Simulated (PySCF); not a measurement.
Spin-rotation constants: `c1cc[p-]c1`, [C₄H₄P]-, charge -1

Molfile (atoms numbered from 1):
```
C4H4P
     RDKit          3D

  9  9  0  0  0  0  0  0  0  0999 V2000
   -0.7187   -0.6268    0.0219 C   0  0  0  0  0  0  0  0  0  0  0  0
    0.6937   -0.7099    0.0238 C   0  0  0  0  0  0  0  0  0  0  0  0
    1.3070    0.5435    0.1058 C   0  0  0  0  0  0  0  0  0  0  0  0
    0.1358    1.8604    0.1813 P   0  0  0  0  0  0  0  0  0  0  0  0
   -1.1812    0.6897    0.1018 C   0  0  0  0  0  0  0  0  0  0  0  0
   -1.3738   -1.5056   -0.0368 H   0  0  0  0  0  0  0  0  0  0  0  0
    1.2412   -1.6596   -0.0331 H   0  0  0  0  0  0  0  0  0  0  0  0
    2.3939    0.6823    0.1199 H   0  0  0  0  0  0  0  0  0  0  0  0
   -2.2443    0.9553    0.1130 H   0  0  0  0  0  0  0  0  0  0  0  0
  1  2  1  0
  2  3  2  0
  3  4  1  0
  4  5  1  0
  5  1  2  0
  1  6  1  0
  2  7  1  0
  3  8  1  0
  5  9  1  0
M  CHG  1   4  -1
M  END
```

Theory: GIAO B97-2/aug-pcSseg-1 magnetisability, rotational g tensor and spin-rotation constants, non-relativistic, gas phase (PySCF 2.14.0). Geometry: PBE0-D3(BJ)/def2-SVP.

For an ion the centre-of-mass motion in the field is neglected.

Task: Give the nuclear spin-rotation constants along the inertial axes (H = +C I·J) beside the isotropic shieldings.

Result: Rotational constants 7.9434, 5.1605, 3.1282 GHz. A star marks the isotopologue with that one atom substituted, in its own axes.
```csv
atom,isotope,Caa (kHz),Cbb (kHz),Ccc (kHz),mean (kHz),σ (ppm)
P4,31P,16.197,10.432,4.068,10.232,241.2
H6,1H,0.416,-0.041,-0.244,0.044,24.6
H7,1H,0.417,-0.041,-0.244,0.044,24.6
H8,1H,-0.535,0.652,-0.275,-0.053,24.4
H9,1H,-0.534,0.652,-0.275,-0.053,24.4
C1,13C*,3.079,1.869,0.473,1.807,66.8
C3,13C*,2.630,2.570,0.461,1.887,50.8
```
For the geometry as given, no vibrational averaging.

Task: How do the rotational constants and the g tensor change when H6, H7, H8, H9 are replaced by deuterium?

Result: Constants 6.4845, 4.6802, 2.7183 GHz; g -0.1043, -0.1012, 0.0283, against -0.1277, -0.1112, 0.0328 before.
